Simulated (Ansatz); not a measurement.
Cost and result for the atomization energy of `CC(O)(Cl)CF` (12 atoms, 11 bonds).

Cartesian coordinates in Å:
```
C -0.268 1.256 0.595
C -0.286 0.036 -0.288
O 0.118 0.391 -1.552
Cl -2.006 -0.605 -0.343
C 0.579 -1.079 0.268
F 0.670 -2.098 -0.657
H -0.932 2.013 0.179
H 0.746 1.660 0.632
H -0.600 1.011 1.603
H 0.226 -0.416 -2.069
H 0.164 -1.480 1.194
H 1.588 -0.690 0.437
```

The species carries charge 0 and has multiplicity 1. Geometry: relaxed with PBE0-D4/def2-TZVP. It is one conformer, not always the lowest. Program: Ansatz. All runs use 4 threads of an Intel Xeon 6975P-C on a shared host. Times are those of one run each, without the atoms' runs, and a repeat can differ threefold. Electronic energies, without spin–orbit coupling; frozen cores. CCSD(T)/CBS adds CCSD(T) − MP2 in def2-TZVPP to the MP2 limit, and its time is that of the two runs behind it. T1 = 0.011. B3LYP takes the VWN-RPA correlation (the form of Gaussian; ORCA's B3LYP/G). HSE06 is the plane-wave form, built on full-range PBE exchange.

CCSD(T)/CBS is a level of theory with its own doubt, some kJ/mol a heavy atom from the limit and from the frozen cores, so smaller differences don't rank the functionals.

```
                             level  functions  wall time
            LDA (SPW92)/def2-TZVPP        281     0.95 s
              revPBE-D4/def2-TZVPP        281      1.4 s
   PBE-D4/def2-TZVPP (with forces)        281      1.8 s
                PBE0-D4/def2-TZVPP        281      2.2 s
               HSE06-D4/def2-TZVPP        281      2.4 s
           CAM-B3LYP-D4/def2-TZVPP        281      2.5 s
r2SCAN-D4/def2-TZVPP (with forces)        281      2.9 s
 B3LYP-D4/def2-TZVPP (with forces)        281      3.4 s
                 B97M-V/def2-TZVPP        281      4.9 s
                  CCSD(T)/def2-SVP        118      5.5 s
                    MP2/def2-QZVPP        535       19 s
                CCSD(T)/def2-TZVPP        281       90 s
                 CCSD(T)/CBS(def2)          –      110 s
```

Problem. What atomization energy does each give, and how far from CCSD(T)/CBS? (Estimate.)

Solution. The calculation gave: 
```
                             level  atomization (kJ/mol)  difference from CCSD(T)/CBS  per bond
            LDA (SPW92)/def2-TZVPP                5377.1                        770.6      70.1
              revPBE-D4/def2-TZVPP                4605.1                         -1.4      -0.1
   PBE-D4/def2-TZVPP (with forces)                4736.3                        129.8      11.8
                PBE0-D4/def2-TZVPP                4630.4                         23.9       2.2
               HSE06-D4/def2-TZVPP                4634.3                         27.8       2.5
           CAM-B3LYP-D4/def2-TZVPP                4616.7                         10.2       0.9
r2SCAN-D4/def2-TZVPP (with forces)                4623.7                         17.2       1.6
 B3LYP-D4/def2-TZVPP (with forces)                4585.0                        -21.5      -1.9
                 B97M-V/def2-TZVPP                4607.0                          0.5       0.1
                  CCSD(T)/def2-SVP                4380.9                       -225.6     -20.5
                    MP2/def2-QZVPP                4664.4                         57.9       5.3
                CCSD(T)/def2-TZVPP                4485.9                       -120.6     -11.0
                 CCSD(T)/CBS(def2)                4606.5                          0.0       0.0
```

In def2-TZVPP, CCSD(T) changes the Hartree–Fock value by +1199.0 kJ/mol (the triples alone add +78.0 kJ/mol) and MP2 by +1306.8 kJ/mol; breaking electron pairs costs correlation energy, which Hartree–Fock lacks. The D4 term adds +40.6 kJ/mol with B3LYP and +21.2 kJ/mol with PBE0; it sums over pairs of atoms, weighted by their polarisabilities, and B3LYP, whose exchange is more repulsive, gets the larger term. At CCSD(T), def2-SVP lies −225.5 kJ/mol from the extrapolated value and def2-TZVPP −120.5 kJ/mol: correlation converges slowly with the basis, and small sets miss more of it in the bonded molecule than in its fragments.
